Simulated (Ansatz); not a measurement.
The input, for Ansatz 0.2.0:

```yaml
crystal:
  periodic: [false, false, false]
  atoms:
    - {symbol: Si, position_ang: [0.000000, -0.152797, 0.978032]}
    - {symbol: N, position_ang: [0.000000, 0.220516, -2.082283]}
    - {symbol: H, position_ang: [0.000000, 1.193213, 1.684020]}
basis:
  gaussian: {orbitals: cc-pVDZ}
magnetization: {spin_polarized: true, initial_magnetization: 2}
correlation: {method: ccsdt_q, electrons: outside_noble_gas}
```

```sh
$ ansatz run in.yaml --threads 1 --pin off --events-out ev --progress --plain --max-ram 4096MiB --backend cpu
```

Log:

```
658 factors; integrals over basis functions are off by at most 1.7e-7 eV
mean field evaluation 1: about -9350.7321 eV, gradient 1.5e1 eV
mean field evaluation 2: about -9350.7449 eV, gradient 1.5e1 eV
mean field evaluation 4: about -9354.0369 eV, gradient 5.3e0 eV
mean field evaluation 8: about -9355.7439 eV, gradient 2.0e-1 eV
mean field evaluation 16: about -9355.7545 eV, gradient 4.3e-1 eV
mean field evaluation 32: about -9355.8064 eV, gradient 2.7e-2 eV
mean field evaluation 64: about -9355.8064 eV, gradient 2.5e-4 eV
mean field evaluation 96: about -9355.0487 eV, gradient 5.9e0 eV
mean field evaluation 128: about -9355.8031 eV, gradient 1.2e-1 eV
mean field evaluation 160: about -9354.1318 eV, gradient 2.4e-1 eV
...
mean field -9355.80639123 eV, -343.8195432845 hartree, gradient 1.9e-8 eV, S^2 3.108031; 23 other end points of the search recorded, 0 dependent functions left out
determinant -9355.80639123 eV, -343.8195432845 hartree, with singles and doubles -9360.61613139 eV, -343.9962979750 hartree
determinant -9355.75656938 eV, -343.8177123651 hartree, with singles and doubles -9360.65576454 eV, -343.9977544665 hartree
determinant -9354.20557018 eV, -343.7607141958 hartree, with singles and doubles -9359.55525795 eV, -343.9573115953 hartree
determinant -9354.17493017 eV, -343.7595881963 hartree, with singles and doubles -9359.36298804 eV, -343.9502458063 hartree
determinant -9354.16693835 eV, -343.7592945022 hartree, with singles and doubles -9359.32211274 eV, -343.9487436667 hartree
determinant -9354.15540931 eV, -343.7588708178 hartree, with singles and doubles -9359.35894833 eV, -343.9500973498 hartree
determinant -9354.12509209 eV, -343.7577566807 hartree, with singles and doubles -9359.41469321 eV, -343.9521459362 hartree
determinant -9354.11126299 eV, -343.7572484706 hartree, with singles and doubles -9359.40193066 eV, -343.9516769212 hartree
determinant -9353.83973289 eV, -343.7472699233 hartree, with singles and doubles -9359.23820208 eV, -343.9456600070 hartree
determinant -9353.83686522 eV, -343.7471645386 hartree, with singles and doubles -9359.20194357 eV, -343.9443275312 hartree
determinant -9353.53462015 eV, -343.7360572370 hartree, with singles and doubles -9358.41391366 eV, -343.9153679663 hartree
determinant -9353.44293858 eV, -343.7326880016 hartree, with singles and doubles -9358.14401205 eV, -343.9054492652 hartree
determinant -9353.32773963 eV, -343.7284545182 hartree, with singles and doubles -9358.17020169 eV, -343.9064117166 hartree
determinant -9352.87461227 eV, -343.7118023949 hartree, with singles and doubles -9357.57223778 eV, -343.8844369480 hartree
determinant -9355.80639123 eV, -343.8195432845 hartree, with singles and doubles -9360.61966222 eV, -343.9964277307 hartree
determinant -9355.75656938 eV, -343.8177123651 hartree, with singles and doubles -9360.66295935 eV, -343.9980188709 hartree
6 core orbitals not correlated: weight in the atoms' cores, before any rotation towards them, 1.000 or more for the frozen orbitals, at most 0.000 for the correlated occupied ones
reference -9355.75656938 eV, -343.8177123651 hartree; 6, 4 occupied and 25, 27 virtual orbitals, 658 factors
second order -3.77600048 eV of doubles, -0.00000000 eV of singles
...
cycle   2  -5.06061573 eV  change   9.4e-10 eV  update   3.7e-7
cycle   3  -5.06061574 eV  change   -7.7e-9 eV  update   3.4e-7
cycle   4  -5.06061579 eV  change   -5.6e-8 eV  update   2.6e-7
cycle   5  -5.06061587 eV  change   -7.6e-8 eV  update   2.3e-7
cycle   6  -5.06061595 eV  change   -8.4e-8 eV  update   2.0e-7
cycle   7  -5.06061609 eV  change   -1.3e-7 eV  update   1.9e-7
cycle   8  -5.06061648 eV  change   -3.9e-7 eV  update   2.0e-7
cycle   9  -5.06061692 eV  change   -4.4e-7 eV  update   3.0e-7
cycle  10  -5.06061725 eV  change   -3.3e-7 eV  update   2.5e-7
cycle  11  -5.06061765 eV  change   -4.0e-7 eV  update   2.2e-7
perturbative correction -0.01543405 eV, -0.0005671909 hartree
Total energy: -9360.83262108 eV, -344.0042538244 hartree
```

The determinant lies 0.05 eV above the lowest one of its kind in the log. Its ⟨S²⟩ is 2.96 against 2.00 for a pure state.

Ran on 1 thread of AMD EPYC 7R13, shared host: 38 s wall, 0.29 GiB peak host memory.
